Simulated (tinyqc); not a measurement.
Inside a calculation. Method: MP2 on RHF in the sto-3g basis, for H2O, spin multiplicity 1. One step of it, computed by the program tinyqc.

Problem. Second-order Moller-Plesset energy. E2 = sum_ijab (ia|jb) [2 (ia|jb) - (ib|ja)] / (e_i + e_j - e_a - e_b) over occupied i, j and virtual a, b; the opposite-spin part is (ia|jb)^2 / denominator, the rest is same-spin, and SCS-MP2 scales them by 6/5 and 1/3.

orbital energies (hartree): [-20.254904, -1.280164, -0.594928, -0.479544, -0.398343, 0.618103, 0.709571]

Two-electron integrals over orbitals (pq|rs), unique and non-zero (hartree):
```
(11|11) 4.744761    (21|11) -0.414725   (21|21) 0.057746    (22|11) 1.002895
(22|21) -0.012477   (22|22) 0.732080    (31|31) 0.011558    (32|31) 0.018230
(32|32) 0.143019    (33|11) 0.810930    (33|21) -0.004476   (33|22) 0.651308
(33|33) 0.638041    (41|11) 0.196557    (41|21) -0.024042   (41|22) 0.016942
(41|33) 0.006885    (41|41) 0.028040    (42|11) -0.138165   (42|21) 0.009722
(42|22) 0.004887    (42|33) 0.005261    (42|41) 0.016939    (42|42) 0.122206
(43|31) -0.004195   (43|32) 0.017043    (43|43) 0.049218    (44|11) 0.982876
(44|21) -0.013623   (44|22) 0.666613    (44|33) 0.599102    (44|41) -0.010522
(44|42) -0.102239   (44|44) 0.766034    (51|51) 0.026035    (52|51) 0.032302
(52|52) 0.143436    (53|53) 0.029349    (54|51) -0.014395   (54|52) -0.050118
(54|54) 0.057212    (55|11) 1.115339    (55|21) -0.011633   (55|22) 0.746434
(55|33) 0.634099    (55|41) 0.005508    (55|42) -0.073984   (55|44) 0.720587
(55|55) 0.880159    (61|11) -0.227815   (61|21) 0.034684    (61|22) 0.000993
(61|33) 0.000773    (61|41) -0.000476   (61|42) 0.021008    (61|44) -0.020069
(61|55) -0.005914   (61|61) 0.031690    (62|11) 0.306590    (62|21) -0.006000
(62|22) 0.145311    (62|33) 0.081918    (62|41) 0.019045    (62|42) 0.018721
(62|44) 0.079942    (62|55) 0.157619    (62|61) 0.008805    (62|62) 0.103992
(63|31) 0.003759    (63|32) -0.030785   (63|43) -0.026674   (63|63) 0.062963
(64|11) 0.230395    (64|21) -0.002791   (64|22) 0.094780    (64|33) 0.046273
(64|41) 0.000305    (64|42) -0.045304   (64|44) 0.127878    (64|55) 0.122705
(64|61) -0.002232   (64|62) 0.057872    (64|64) 0.077530    (65|51) 0.015016
(65|52) 0.056730    (65|54) -0.001274   (65|65) 0.038228    (66|11) 0.826878
(66|21) -0.007075   (66|22) 0.626844    (66|33) 0.577784    (66|41) 0.021111
(66|42) 0.054411    (66|44) 0.557845    (66|55) 0.599528    (66|61) 0.009542
(66|62) 0.103724    (66|64) 0.045645    (66|66) 0.608643    (71|31) 0.015168
(71|32) 0.022360    (71|43) -0.005664   (71|63) 0.004368    (71|71) 0.019958
(72|31) 0.013713    (72|32) 0.037577    (72|43) -0.037674   (72|63) 0.036078
(72|71) 0.017098    (72|72) 0.061005    (73|11) 0.357744    (73|21) -0.007555
(73|22) 0.130718    (73|33) 0.089737    (73|41) -0.000891   (73|42) -0.083427
(73|44) 0.151485    (73|55) 0.187184    (73|61) -0.007330   (73|62) 0.075092
(73|64) 0.085833    (73|66) 0.038664    (73|73) 0.156283    (74|31) -0.010280
(74|32) -0.080745   (74|43) 0.000850    (74|63) 0.042567    (74|71) -0.013264
(74|72) -0.014483   (74|74) 0.073200    (75|53) 0.023441    (75|75) 0.023329
(76|31) 0.008728    (76|32) 0.093214    (76|43) 0.047538    (76|63) -0.055414
(76|71) 0.010851    (76|72) -0.013957   (76|74) -0.059310   (76|76) 0.109382
(77|11) 0.847453    (77|21) -0.008648   (77|22) 0.620892    (77|33) 0.611087
(77|41) 0.004637    (77|42) -0.008623   (77|44) 0.599173    (77|55) 0.616374
(77|61) -0.004124   (77|62) 0.066296    (77|64) 0.038411    (77|66) 0.571570
(77|73) 0.080327    (77|77) 0.614400
```

Hartree-Fock energy = -74.96089992 hartree

Give: Terms; Pair energies; MP2 correlation energy; SCS-MP2 correlation energy; MP2 total energy.

Solution.

Terms:
```
i  j  a  b  (ia|jb)  (ib|ja)  denominator       term
3  3  7  7   0.1563   0.1563      -2.6090    -0.0094
4  3  6  7   0.0858   0.0426      -2.4021    -0.0046
3  4  7  6   0.0858   0.0426      -2.4021    -0.0046
2  2  6  6   0.1040   0.1040      -3.7965    -0.0028
4  4  6  6   0.0775   0.0775      -2.1953    -0.0027
3  2  7  6   0.0751   0.0361      -3.2028    -0.0027
2  3  6  7   0.0751   0.0361      -3.2028    -0.0027
4  4  7  7   0.0732   0.0732      -2.3782    -0.0023
3  3  6  6   0.0630   0.0630      -2.4261    -0.0016
2  4  6  6   0.0579   0.0579      -2.9959    -0.0011
4  2  6  6   0.0579   0.0579      -2.9959    -0.0011
2  2  7  7   0.0610   0.0610      -3.9795    -0.0009
5  5  6  6   0.0382   0.0382      -2.0329    -0.0007
5  5  7  7   0.0233   0.0233      -2.2158  -2.46e-04
2  4  7  7  -0.0145  -0.0145      -3.1788  -6.60e-05
4  2  7  7  -0.0145  -0.0145      -3.1788  -6.60e-05
2  3  7  6   0.0361   0.0751      -3.2028   3.31e-05
3  2  6  7   0.0361   0.0751      -3.2028   3.31e-05
1  1  6  6   0.0317   0.0317     -41.7460  -2.41e-05
1  2  7  7   0.0171   0.0171     -22.9542  -1.27e-05
2  1  7  7   0.0171   0.0171     -22.9542  -1.27e-05
4  3  7  6   0.0426   0.0858      -2.4021   1.24e-05
3  4  6  7   0.0426   0.0858      -2.4021   1.24e-05
1  1  7  7   0.0200   0.0200     -41.9289  -9.50e-06
1  4  7  7  -0.0133  -0.0133     -22.1536  -7.94e-06
4  1  7  7  -0.0133  -0.0133     -22.1536  -7.94e-06
3  1  7  6  -0.0073   0.0044     -22.1775  -6.29e-06
1  3  6  7  -0.0073   0.0044     -22.1775  -6.29e-06
1  2  6  6   0.0088   0.0088     -22.7713  -3.40e-06
2  1  6  6   0.0088   0.0088     -22.7713  -3.40e-06
3  1  6  7   0.0044  -0.0073     -22.1775  -3.16e-06
1  3  7  6   0.0044  -0.0073     -22.1775  -3.16e-06
4  1  6  6  -0.0022  -0.0022     -21.9707  -2.27e-07
1  4  6  6  -0.0022  -0.0022     -21.9707  -2.27e-07
```

Pair energies (hartree; pair i-j sums ij and ji):
```
pair  opposite spin  same spin
1-1       -3.36e-05     0.0000
2-1       -3.23e-05     0.0000
2-2         -0.0038     0.0000
3-1       -6.57e-06  -1.23e-05
3-2         -0.0043    -0.0010
3-3         -0.0110     0.0000
4-1       -1.63e-05     0.0000
4-2         -0.0024     0.0000
4-3         -0.0076    -0.0016
4-4         -0.0050     0.0000
5-5         -0.0010     0.0000
```

MP2 correlation energy = -0.037689 hartree

SCS-MP2 correlation energy = -0.043042 hartree

MP2 total energy = -74.998589 hartree
